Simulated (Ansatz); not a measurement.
# CH₄SSi (SMILES C[SiH]=S): one structure at several levels

One table from this session's results is given with a row withheld; the runs are named, their logs left out.

The runs use Ansatz 0.2.0, Gaussian basis; single points in def2-TZVPP.

Correlated methods freeze the cores.

### Starting geometry

SMILES `C[SiH]=S`, 7 atoms, charge 0, spin multiplicity 1.

Atoms are counted from 1 here; the program's logs count them from 0.

Bond lengths: C1–Si2 2.013 Å, C1–H4 1.137 Å, C1–H5 1.132 Å, C1–H6 0.934 Å, Si2–S3 2.051 Å, Si2–H7 1.384 Å. Angles: Si2–C1–H4 103.0°, Si2–C1–H5 107.1°, Si2–C1–H6 120.5°, H4–C1–H5 113.8°, H4–C1–H6 107.5°, H5–C1–H6 105.3°, C1–Si2–S3 116.4°, C1–Si2–H7 119.5°, S3–Si2–H7 123.1°.

Geometry (Å):

```tsv
atom	x (Å)	y (Å)	z (Å)
C1	-0.6937	0.4896	-0.3015
Si2	0.9391	-0.4944	0.3460
S3	1.3811	-2.2544	-0.6091
H4	-1.3852	0.4603	0.6010
H5	-0.3619	1.5328	-0.5880
H6	-1.1778	0.1747	-1.0360
H7	1.5535	-0.0972	1.5204
```

The first run:

run/in.yaml reads:

```yaml
crystal:
  periodic: [false, false, false]
  atoms:
    - {symbol: C, position_ang: [-0.693700, 0.489600, -0.301500]}
    - {symbol: Si, position_ang: [0.939100, -0.494400, 0.346000]}
    - {symbol: S, position_ang: [1.381100, -2.254400, -0.609100]}
    - {symbol: H, position_ang: [-1.385200, 0.460300, 0.601000]}
    - {symbol: H, position_ang: [-0.361900, 1.532800, -0.588000]}
    - {symbol: H, position_ang: [-1.177800, 0.174700, -1.036000]}
    - {symbol: H, position_ang: [1.553500, -0.097200, 1.520400]}
basis:
  gaussian: {orbitals: def2-TZVPP}
correlation: {method: ccsd_t}
output: {forces: true}
```

The run is started by

```console
> ansatz run in.yaml --threads 4 --pin off --events-out ev --progress --plain --max-ram 5222MiB
```

Steps of the session up to this table: CCSD(T)/def2-TZVPP; PBE0-D4/def2-TZVPP; wB97M-V/def2-TZVPP; r2SCAN-D4/def2-TZVPP; PBE-D4/def2-TZVPP; r2SCAN0-D4/def2-TZVPP; wB97X-V/def2-TZVPP.

One of the session's tables, all rows but one given; the rest of the session is left out.

| method | RMS force component (eV/Å) | angle to CCSD(T) forces (°) | dipole (D) |
| --- | --- | --- | --- |
| CCSD(T) | 3.210 | reference | 3.71 |
| PBE0-D4 | 3.266 | 1.7 | 4.02 |
| wB97M-V | ? | ? | ? |
| r2SCAN-D4 | 3.221 | 1.2 | 3.93 |
| PBE-D4 | 3.213 | 2.0 | 3.70 |
| r2SCAN0-D4 | 3.261 | 2.9 | 4.14 |
| wB97X-V | 3.321 | 3.0 | 4.27 |

Q: Estimate the row for wB97M-V from the others.

The run gave: RMS force component (eV/Å): 3.235; angle to CCSD(T) forces (°): 2.6; dipole (D): 4.09. In the column «RMS force component (eV/Å)» it lies between r2SCAN-D4 (3.221) and r2SCAN0-D4 (3.261).
